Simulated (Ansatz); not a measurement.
**BN₂H₄ radical: small, medium and large basis sets**

Aim: see how fast density functionals and correlated methods converge with the basis set for BN₂H₄ radical.

Computed with Ansatz 0.2.0, Gaussian basis. Level: one geometry, several basis sets.

The runs, in order: PBE0-D4/def2-SVP; ωB97M-V/def2-SVP; PBE0-D4/def2-QZVPP; ωB97M-V/def2-QZVPP; CCSD(T)/cc-pV(D+d)Z; CCSD(T)/cc-pV(T+d)Z; CCSD(T)/cc-pV(Q+d)Z; the functionals' def2-TZVPP values are taken from earlier runs.

## 1. Structure used throughout

An earlier PBE0-D4/def2-TZVP relaxation fixed the geometry.

SMILES `N[B]N`, 7 atoms, charge 0, spin multiplicity 2.

Atoms are counted from 1 here; the program's logs count them from 0.

Bond lengths: N1–B2 1.398 Å, N1–H4 1.003 Å, N1–H5 1.010 Å, B2–N3 1.398 Å, N3–H6 1.010 Å, N3–H7 1.003 Å. Angles: B2–N1–H4 122.3°, B2–N1–H5 124.1°, H4–N1–H5 113.5°, N1–B2–N3 127.6°, B2–N3–H6 124.1°, B2–N3–H7 122.3°, H6–N3–H7 113.5°.

## 2. PBE0-D4 in def2-SVP

Contents of in.yaml:

```yaml
crystal:
  periodic: [false, false, false]
  atoms:
    - {symbol: N, position_ang: [-1.022139, 0.109663, -0.711931]}
    - {symbol: B, position_ang: [-0.010786, -0.662381, -0.133788]}
    - {symbol: N, position_ang: [1.036776, -0.223502, 0.680544]}
    - {symbol: H, position_ang: [-1.739723, -0.289904, -1.287072]}
    - {symbol: H, position_ang: [-1.107228, 1.109304, -0.598079]}
    - {symbol: H, position_ang: [1.180608, 0.739071, 0.949334]}
    - {symbol: H, position_ang: [1.723793, -0.850351, 1.055293]}
basis:
  gaussian: {orbitals: def2-SVP}
magnetization: {spin_polarized: true, initial_magnetization: 1}
hamiltonian: {xc: pbe0, dispersion: d4}
output: {orbitals: {seedname: orbitals}}
```

The run is started by

```bash
> ansatz run in.yaml --threads 2 --pin off --events-out ev --progress --plain --max-ram 32768MiB --backend cpu
```

Further steps of the session: ωB97M-V in def2-SVP; PBE0-D4 in def2-QZVPP; ωB97M-V in def2-QZVPP; CCSD(T) in cc-pV(D+d)Z; CCSD(T) in cc-pV(T+d)Z; CCSD(T) in cc-pV(Q+d)Z.

**Question.** What will the summary of the whole plan be? Wanted: MP2 correlation recovered, cc-pV(D+d)Z; MP2 correlation recovered, cc-pV(T+d)Z; MP2 correlation recovered, cc-pV(Q+d)Z; CCSD(T) limit from def2 sets; PBE0-D4: double and triple zeta above quadruple; ωB97M-V: double and triple zeta above quadruple.

The runs gave:

| quantity | value |
| --- | --- |
| MP2 correlation recovered, cc-pV(D+d)Z | 71.4 % |
| MP2 correlation recovered, cc-pV(T+d)Z | 89.2 % |
| MP2 correlation recovered, cc-pV(Q+d)Z | 95.5 % |
| CCSD(T) limit from def2 sets (earlier runs) minus this one | -11 meV |
| PBE0-D4: double and triple zeta above quadruple | 4.59, 0.24 eV |
| ωB97M-V: double and triple zeta above quadruple | 4.76, 0.22 eV |

What this shows: For PBE0-D4 the step from double to triple zeta gains 4.36 eV and the next only 0.24 eV. In cc-pV(D+d)Z MP2 holds 71 % of its limit, in cc-pV(Q+d)Z 96 %, while Hartree-Fock is within 0.089 eV in the largest set. A limit from the def2 sets, made apart, differs by 11 meV, a least measure of the doubt on such a limit. Total energies overstate the basis error of differences, where much of it tends to cancel. The LUMO of ωB97M-V is positive and keeps falling with the basis (1.39 to 0.72 eV): an unbound level that the basis holds in place.
